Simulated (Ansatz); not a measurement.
Run this with the Python package of Ansatz (0.2.0) and show what comes out.

`torsion_h4np.py`:
```python
"""Rigid torsion scan of H4NP."""

import ansatz as az
from ase import Atoms

BASIS_SET = "def2-SVP"
XC = "pbe0"
FORCE_TOL = 0.02

atoms = Atoms(["N", "P", "H", "H", "H", "H"], positions=[
    (0.3, -0.8185, 0.0926),
    (-0.5752, 0.701, -0.1062),
    (0.0295, -1.4049, -0.7109),
    (0.017, -1.2588, 0.9141),
    (0.2131, 1.2591, -1.1631),
    (0.0576, 1.4581, 0.9273),
])

# start the scan from a relaxed geometry
first = az.Crystal.molecule_from_ase(atoms).calculation()
first = first.basis(gaussian=BASIS_SET)
first = first.functional(XC).relax(force_tolerance=FORCE_TOL, max_steps=80)
atoms.positions = first.run(threads=1, pin="off").report["positions_ang"]

start = atoms.get_dihedral(4, 1, 0, 2)
energies = {}
for turn in range(0, 360, 40):
    turned = atoms.copy()
    turned.set_dihedral(4, 1, 0, 2, start + turn, indices=[0, 2, 3])
    base = (
        az.Crystal.molecule_from_ase(turned).calculation()
        .basis(gaussian=BASIS_SET)
        .functional(XC)
    )
    energies[round((start + turn) % 360)] = base.run(threads=1, pin="off").report["free_energy_ev"]
floor = min(energies.values())
print("dihedral H4-P1-N0-H2 (deg)   E - E(min) (kJ/mol)")
for angle, e in sorted(energies.items()):
    print(f"{angle:8d} {96.485332 * (e - floor):14.3f}  " + "#" * int(30 * (e - floor) / max(max(energies.values()) - floor, 1e-9)))
```

```console
$ python torsion_h4np.py
dihedral H4-P1-N0-H2 (deg)   E - E(min) (kJ/mol)
      39          9.023  #######
      79         27.649  #######################
     119         35.987  ##############################
     159         14.574  ############
     199          0.000
     239         12.985  ##########
     279         31.153  #########################
     319         28.328  #######################
     359         12.065  ##########
```

The scan is rigid and the energies are electronic, in a modest basis. With rigid groups the curve can differ much from the relaxed path, the start wasn't checked as a minimum of this torsion, and equivalent turns needn't return to the same energy. The whole script took 25 s on 1 thread of Arm Neoverse V2, on a shared host, peak memory 0.18 GiB.
